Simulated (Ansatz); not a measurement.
**triplet CH5FSi at 6 levels**

Aim: a comparison of 6 runs (UHF/STO-3G, UHF/3-21G, U-wB97X/6-311+G**, UPBE/6-311+G**, RPA@PBE0/6-311+G**, UMP2/6-311+G**) of triplet CH5FSi. 

Program for the calculation: Ansatz 0.2.0.

74 further runs of the same task are left out: 1 that didn't finish, 73 set aside as unsound or not needed.

### Step 1. The molecule

The species is CH5FSi (8 atoms), meant as a triplet with charge 0. As SMILES of the parent species, `C[SiH2]F`. Geometry: relaxed at PBE0-D4/def2-TZVP. That shape belongs to the parent species and isn't relaxed for this state.

Bond lengths: C1–Si2 1.853 Å, Si2–F3 1.604 Å, C1–H4 1.092 Å, C1–H5 1.094 Å, C1–H6 1.092 Å, Si2–H7 1.485 Å, Si2–H8 1.485 Å. Some angles: C1–Si2–F3 109.4°, C1–Si2–H7 111.5°, C1–Si2–H8 111.5°, F3–Si2–H7 107.3°, F3–Si2–H8 107.3°, Si2–C1–H4 111.0°, Si2–C1–H5 110.1°, Si2–C1–H6 111.1°, H7–Si2–H8 109.7°, H4–C1–H5 108.1°.

### Step 2. A single-point energy at UHF/STO-3G (run 1)

The input, in.yaml:

```yaml
basis:
  gaussian: {orbitals: STO-3G}
crystal:
  periodic: [false, false, false]
  atoms:
    - {symbol: C, position_ang: [-0.521400, 0.700300, -0.437000]}
    - {symbol: Si, position_ang: [0.448400, -0.642000, 0.395200]}
    - {symbol: F, position_ang: [1.946500, -0.649600, -0.178800]}
    - {symbol: H, position_ang: [-0.562400, 0.542500, -1.517100]}
    - {symbol: H, position_ang: [-1.546700, 0.713200, -0.056500]}
    - {symbol: H, position_ang: [-0.077200, 1.680300, -0.248400]}
    - {symbol: H, position_ang: [0.538700, -0.420800, 1.860700]}
    - {symbol: H, position_ang: [-0.133700, -1.981200, 0.126000]}
magnetization: {spin_polarized: true, initial_magnetization: 2}
hamiltonian: {xc: hf}
accuracy: high
output: {orbitals: {seedname: orbitals}}
```

Run with:

```sh
$ ansatz run in.yaml --threads 1 --pin off --max-ram 3480MiB --events-out events.jsonl --progress --plain --runs-dir runs
```

The log of the run:

```text
Warning: RAYON_NUM_THREADS=1 ignored (pool sized by the plan → 1); use --threads N
Functional definition: HF
  name "HF"
  exchange = exact_x
  correlation = 0
463 factors; integrals over basis functions are off by at most 4.2e-8 eV
mean field evaluation 1: about -11520.7535 eV, gradient 1.5e1 eV
mean field evaluation 2: about -11520.9196 eV, gradient 1.5e1 eV
mean field evaluation 4: about -11524.5186 eV, gradient 5.1e0 eV
mean field evaluation 8: about -11527.0729 eV, gradient 1.0e0 eV
mean field evaluation 16: about -11527.1170 eV, gradient 4.6e-2 eV
mean field evaluation 32: about -11527.1184 eV, gradient 1.1e0 eV
mean field evaluation 64: about -11527.0397 eV, gradient 2.3e0 eV
mean field evaluation 96: about -11527.1165 eV, gradient 2.4e-2 eV
mean field evaluation 128: about -11523.6044 eV, gradient 1.6e0 eV
mean field evaluation 160: about -11526.9021 eV, gradient 1.1e0 eV
mean field -11527.13439465 eV, -423.6143756310 hartree, gradient 3.0e-8 eV, S^2 2.001633; 3 other end points of the search recorded, 0 dependent functions left out
reference -11527.13439465 eV, -423.6143756310 hartree; 18, 16 occupied and 6, 8 virtual orbitals, 463 factors
Total energy: -11527.13439465 eV, -423.6143756310 hartree
```

Run time: 0.4 s. Hardware: 1 thread of Intel Xeon 6975P-C (Granite Rapids), shared host.

### Step 3. The energy at UHF/3-21G (run 2)

The input, job.yaml:

```yaml
crystal:
  periodic: [false, false, false]
  atoms:
    - {symbol: C, position_ang: [-0.521400, 0.700300, -0.437000]}
    - {symbol: Si, position_ang: [0.448400, -0.642000, 0.395200]}
    - {symbol: F, position_ang: [1.946500, -0.649600, -0.178800]}
    - {symbol: H, position_ang: [-0.562400, 0.542500, -1.517100]}
    - {symbol: H, position_ang: [-1.546700, 0.713200, -0.056500]}
    - {symbol: H, position_ang: [-0.077200, 1.680300, -0.248400]}
    - {symbol: H, position_ang: [0.538700, -0.420800, 1.860700]}
    - {symbol: H, position_ang: [-0.133700, -1.981200, 0.126000]}
basis:
  gaussian:
    orbitals: 3-21G.json
magnetization:
  spin_polarized: true
  initial_magnetization: 2
hamiltonian:
  xc: hf
accuracy: high
output: {orbitals: {seedname: orbitals}}
```

The basis set 3-21G is read from a file made from the Basis Set Exchange's data (not shown).

Run with:

```sh
$ ansatz run job.yaml --threads 1 --pin off --max-ram 3480MiB --events-out events.jsonl --progress --plain --runs-dir runs
```

The log of the run (excerpt; [...] marks lines left out):

```text
Warning: RAYON_NUM_THREADS=1 ignored (pool sized by the plan → 1); use --threads N
[... 2 set-up lines as earlier in the session ...]
[...]
934 factors; integrals over basis functions are off by at most 5.0e-9 eV
[...]
mean field -11607.48980443 eV, -426.5673824736 hartree, gradient 2.7e-8 eV, S^2 2.007930; 9 other end points of the search recorded, 0 dependent functions left out
reference -11607.48980443 eV, -426.5673824736 hartree; 18, 16 occupied and 23, 25 virtual orbitals, 934 factors
Total energy: -11607.48980443 eV, -426.5673824736 hartree
```

Wall time 2.8 s (1 thread of Intel Xeon 6975P-C (Granite Rapids), shared host); peak memory 0.11 GiB.

Runs 3 to 5 aren't shown in full; the table further down has their settings and results.

### Step 4. A single-point energy at UMP2/6-311+G(d,p) (run 6)

The input, run.yaml:

```yaml
crystal:
  periodic: [false, false, false]
  atoms:
    - {symbol: C, position_ang: [-0.521400, 0.700300, -0.437000]}
    - {symbol: Si, position_ang: [0.448400, -0.642000, 0.395200]}
    - {symbol: F, position_ang: [1.946500, -0.649600, -0.178800]}
    - {symbol: H, position_ang: [-0.562400, 0.542500, -1.517100]}
    - {symbol: H, position_ang: [-1.546700, 0.713200, -0.056500]}
    - {symbol: H, position_ang: [-0.077200, 1.680300, -0.248400]}
    - {symbol: H, position_ang: [0.538700, -0.420800, 1.860700]}
    - {symbol: H, position_ang: [-0.133700, -1.981200, 0.126000]}
basis:
  gaussian:
    orbitals: 6-311+G_st__st_-spherical.json
correlation:
  method: mp2
  frozen_orbitals: {C: 1, F: 1, H: 0, Si: 5}
accuracy: high
magnetization:
  spin_polarized: true
  initial_magnetization: 2
```

The basis set 6-311+G** is read from a file made from the Basis Set Exchange's data (not shown).

Run with:

```sh
$ ansatz run run.yaml --threads 1 --pin off --max-ram 3480MiB --events-out events.jsonl --progress --plain --runs-dir runs
```

The log of the run (excerpt; [...] marks lines left out):

```text
Warning: RAYON_NUM_THREADS=1 ignored (pool sized by the plan → 1); use --threads N
[... 2 set-up lines as earlier in the session ...]
[...]
1999 factors; integrals over basis functions are off by at most 5.8e-9 eV
[...]
mean field -11672.66240180 eV, -428.9624312514 hartree, gradient 6.8e-8 eV, S^2 2.011757; 24 other end points of the search recorded, 0 dependent functions left out
7 core orbitals not correlated: weight in the atoms' cores, before any rotation towards them, 1.000 or more for the frozen orbitals, at most 0.000 for the correlated occupied ones
reference -11672.66240180 eV, -428.9624312514 hartree; 11, 9 occupied and 86, 88 virtual orbitals, 1999 factors
second order -12.35136522 eV of doubles, -0.00000000 eV of singles
Total energy: -11685.01376702 eV, -429.4163355511 hartree
```

Wall time 19 s (1 thread of Intel Xeon 6975P-C (Granite Rapids), shared host); peak memory 0.35 GiB.

### Step 5. The series

```
run               level  frozen core orbitals  energy (Eh)   ⟨S²⟩  wall time
  1          UHF/STO-3G                     –  -423.614376  2.002      0.4 s
  2           UHF/3-21G                     –  -426.567382  2.008      2.8 s
  3   U-wB97X/6-311+G**                     –  -430.224025  2.009       95 s
  4      UPBE/6-311+G**                     –  -429.987257  2.002       21 s
  5  RPA@PBE0/6-311+G**                     7  -429.649630  2.006       46 s
  6      UMP2/6-311+G**                     7  -429.416336  2.012       19 s
```

### Step 6. Outcome

```
                                          quantity          value
                               run 6: total energy  -429.41634 Eh
run 6: correlation energy (7 core orbitals frozen)     -453.9 mEh
          run 6: ⟨S²⟩ of the reference determinant          2.012
```

In words: Totals of different functionals can't be ranked against each other. In run 1 the basis is minimal, so the values are rough. All runs together took 3.1 min, the longest 95 s.
